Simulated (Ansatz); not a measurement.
Rock-salt LiF: PBE at its full settings (plane-wave cutoff 520 eV, 14×14×14 k mesh, Fermi–Dirac smearing 0.01 eV, scalar-relativistic PAW data made under PBE) and at cheaper ones, in a cell of 2 atoms with Γ-centred meshes.

```tsv
level and setting	equilibrium lattice constant a (Å)	bulk modulus B0 (GPa)
PBE (Ansatz)	4.068	67.1
PBE (2×2×2 k mesh) (Ansatz)	4.166	59.7
PBE (4×4×4 k mesh) (Ansatz)	4.069	67.1
PBE (6×6×6 k mesh) (Ansatz)	4.068	67.1
PBE (Fermi-Dirac smearing of 0.3 eV) (Ansatz)	4.068	67.1
```

Largest shifts from the full settings: lattice constant a +2.41 % (PBE (2×2×2 k mesh)), against a difference of +2.42 % of the full result from the reference 3.972 Å (measured, static lattice: zero-point anharmonic expansion removed, our sources range from 3.964 to 3.974; as tabulated in Mejia-Rodriguez and Trickey (2018), arXiv:1807.09216); bulk modulus -11.0 % (PBE (2×2×2 k mesh)), against a difference of -12.1 % of the full result from the reference 76.3 GPa (measured, 0 K value with the zero-point phonon effect removed; as tabulated in Mejia-Rodriguez and Trickey (2018), arXiv:1807.09216).

The full settings aren't shown to be converged themselves.

Ansatz's density-functional and Hartree–Fock values are scalar-relativistic unless marked +SOC, with PAW data made under PBE.

Run with cheap settings on purpose, which may leave them unconverged: PBE (2×2×2 k mesh), PBE (4×4×4 k mesh), PBE (6×6×6 k mesh), PBE (Fermi-Dirac smearing of 0.3 eV).

Ansatz is a quantum-chemistry and plane-wave program.
